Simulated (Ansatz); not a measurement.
`CCC(F)CF`, 14 atoms. The species carries charge 0 and has multiplicity 1. All runs use 4 threads of an Intel Xeon 6975P-C on a shared host. Correlated methods freeze the cores.

Problem. Give the basis size and wall time and peak host memory of each of these runs in Ansatz. RKS PBE0-D4/def2-SVP energy; RKS PBE0-D4/def2-TZVP relaxation (5 steps); RKS r2SCAN-D4/def2-TZVPP energy and forces; direct RPA on PBE orbitals/def2-TZVPP energy; RHF-CCSD(T)/def2-SVP energy; RKS B97M-V/def2-TZVPP energy; RKS LC-ωPBE/def2-TZVPP energy; RKS BHLYP-D4/def2-TZVPP energy; RHF-MP2/def2-QZVPP energy; RKS PBE0-D4/def2-TZVP frequencies; RHF-CCSD(T)/def2-TZVPP energy; RKS ωB97M-V/def2-QZVPP energy. (Best estimate.)

Solution. Computed: Other jobs shared the machine, so times are rough.

```json
{"level": "RKS PBE0-D4/def2-SVP", "job": "energy", "functions": "124", "wall time": "0.7 s", "peak host memory (GiB)": "0.3"}
{"level": "RKS LC-ωPBE/def2-TZVPP", "job": "energy", "functions": "298", "wall time": "2 s", "peak host memory (GiB)": "0.61"}
{"level": "RKS BHLYP-D4/def2-TZVPP", "job": "energy", "functions": "298", "wall time": "2.4 s", "peak host memory (GiB)": "0.82"}
{"level": "RKS r2SCAN-D4/def2-TZVPP", "job": "energy and forces", "functions": "298", "wall time": "2.8 s", "peak host memory (GiB)": "0.45"}
{"level": "direct RPA on PBE orbitals/def2-TZVPP", "job": "energy", "functions": "298", "wall time": "4.4 s", "peak host memory (GiB)": "0.9"}
{"level": "RHF-CCSD(T)/def2-SVP", "job": "energy", "functions": "124", "wall time": "4.7 s", "peak host memory (GiB)": "0.92"}
{"level": "RKS B97M-V/def2-TZVPP", "job": "energy", "functions": "298", "wall time": "4.8 s", "peak host memory (GiB)": "0.5"}
{"level": "RKS ωB97M-V/def2-QZVPP", "job": "energy", "functions": "582", "wall time": "13 s", "peak host memory (GiB)": "2.8"}
{"level": "RKS PBE0-D4/def2-TZVP", "job": "relaxation (5 steps)", "functions": "234", "wall time": "14 s", "peak host memory (GiB)": "0.68"}
{"level": "RHF-MP2/def2-QZVPP", "job": "energy", "functions": "582", "wall time": "21 s", "peak host memory (GiB)": "5"}
{"level": "RKS PBE0-D4/def2-TZVP", "job": "frequencies", "functions": "234", "wall time": "2.4 min", "peak host memory (GiB)": "0.72"}
{"level": "RHF-CCSD(T)/def2-TZVPP", "job": "energy", "functions": "298", "wall time": "3.1 min", "peak host memory (GiB)": "4.6"}
```

LC-ωPBE has ω = 0.4 bohr⁻¹.
